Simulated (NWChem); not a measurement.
# CS

SMILES: [C-]#[S+]
```xyz
2

C      0.0000     0.0000     1.1192
S      0.0000     0.0000    -0.4197
```
Charge 0, spin multiplicity 1.

The numbers come from NWChem runs, not from measurements. Structure: optimised with B3LYP/def2-SVP, a minimum by its harmonic frequencies.

Symmetry labels belong to the abelian group C2v used in the runs, with the axes of the coordinates shown; states degenerate in a higher group split over its labels.

The structure started from a generated list of species.

List the lowest 3 singlet excitations that TDA-LDA (SVWN5)/aug-cc-pVDZ gives, with oscillator strengths.


```json
[
 {"state": "1", "symmetry": "b1", "energy (eV)": "4.91", "wavelength (nm)": "252", "f": "0.010"},
 {"state": "2", "symmetry": "b2", "energy (eV)": "4.91", "wavelength (nm)": "252", "f": "0.010"},
 {"state": "3", "symmetry": "a2", "energy (eV)": "5.57", "wavelength (nm)": "223", "f": "0.000"}
]
```
